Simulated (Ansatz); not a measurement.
Born–Oppenheimer molecular dynamics of AlH₄NO (7 atoms, charge 0, multiplicity 1). It starts from a relaxed structure.

All numbers below come from RKS CAM-B3LYP-D4/6-31G* in Ansatz.

```yaml
ensemble: NVT, Langevin thermostat
time_step: 0.5 fs
steps_asked: 250
set_temperature: 200 K
friction: 0.05 /fs
seed: 180442
```

First frame:

```xyz
7
Properties=species:S:1:pos:R:3
Al 0.026 -0.056 0.036
N -0.027 -0.031 1.807
H -0.830 -0.191 2.399
H 0.791 0.156 2.372
H 1.377 0.222 -0.719
O -1.358 -0.378 -0.905
H -2.220 -0.569 -0.522
```

Q: How far do the bonds stretch over the last three quarters of this one trajectory? (Pairs bonded in most of those frames.)

A: 
```
  bond  mean (Å)  spread (Å)  shortest  longest
Al1–N2     1.771       0.017      1.73     1.80
Al1–H5     1.582       0.028      1.53     1.64
Al1–O6     1.714       0.024      1.67     1.76
 N2–H3     1.017       0.023      0.97     1.06
 N2–H4     1.013       0.012      0.99     1.04
 O6–H7     0.964       0.016      0.92     1.02
```

Mean temperature of the second half: 177 K. The mean temperature of the second half is 11 % below the set value. A run of 0.12 ps of so small a system gives no equilibrium averages.

Run time: 4.6 min on 1 thread of Intel(R) Xeon(R) 6975P-C (Granite Rapids) (shared host), peak memory 0.13 GiB.
